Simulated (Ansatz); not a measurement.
Compare A (`C#CN(C)CN`) with its isomer B (`CNCC=C=N`).

Gas-phase electronic energies from Ansatz, PBE0-D4/def2-TZVP geometries. CCSD(T)/CBS adds triple-zeta CCSD(T) − MP2 to the extrapolated MP2 energy (def2 sets, frozen cores). DFT in def2-TZVPP. B3LYP here is the variant with VWN-RPA as its local correlation; programs differ in this. One conformer a species, not always the lowest.

(1) Which is lower in electronic energy at CCSD(T)/CBS, and by how much? (Best estimate.)

(2) Give E(B) − E(A) in kJ/mol with ωB97M-V, B3LYP, r2SCAN-D4, B2PLYP, PBE-D4, MP2/def2-TZVPP, HF/def2-TZVPP. (Estimate.)

Largest T1 diagnostic: 0.013.

Answers

(1) Ansatz gave: B, by 58.5 kJ/mol.

(2) The calculation gave: ωB97M-V -64.7, B3LYP -72.7, r2SCAN-D4 -78.2, B2PLYP -64.4, PBE-D4 -79.8, MP2/def2-TZVPP -51.4, HF/def2-TZVPP -58.3. None reverses the order clearly.

From PBE to PBE0 (25 % exact exchange), in def2-TZVPP and without D4, E(B) − E(A) moves by +7.8 kJ/mol.
